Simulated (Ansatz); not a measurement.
Method: Ansatz 0.2.0, DFT, RPBE, plane waves (420 eV) with PAW, scalar-relativistic. The PAW files were generated under PBE, with cores re-solved for the functional.

An element in the hcp structure gives this curve. The cell is scaled uniformly from the relaxed one, with fractional coordinates and shape fixed. Energies are extrapolated to zero smearing, pressures are those at the given smearing. Magnetic state: spin not included.

```tsv
V (Å³/atom)	E − E₀ (meV/atom)	P (GPa)
21.598	52.1	6.61
22.580	20.8	3.79
23.561	4.7	1.67
24.543	0.0	0.09
25.525	3.5	-1.06
26.506	13.0	-1.88
27.488	26.8	-2.45
```

Q: Which element is it?
A. germanium
B. indium
C. hafnium
D. cadmium

A: D. Its fit is V₀ = 24.57 Å³/atom, B₀ = 33 GPa, B₀′ = 6.9.
